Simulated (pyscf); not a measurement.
Single points on ωB97X-D3(BJ)/def2-SVP structures (PySCF, gas phase).

Question: For the elementary gas-phase step `[SiH3][SiH]([SiH3])[SiH3]` + `[CH3]` [doublet] → `[SiH3][SiH][SiH3]` [doublet] + `[CH3][SiH3]` (doublet surface; Si–Si broken, C–Si formed), what barrier and reaction energy does ωB97M-D3(BJ)/def2-TZVP give, measured from the separated reactants?

Answer: ΔE‡ = 7.4 kcal/mol, ΔE = -18.2 kcal/mol. Zero-point energy shifts the barrier by +2.6 kcal/mol. It is a substitution at Si, with an imaginary mode of 517i cm⁻¹. This is the saddle that the search found; another between the same sides may lie lower. The angle at the attacked Si is 179°.
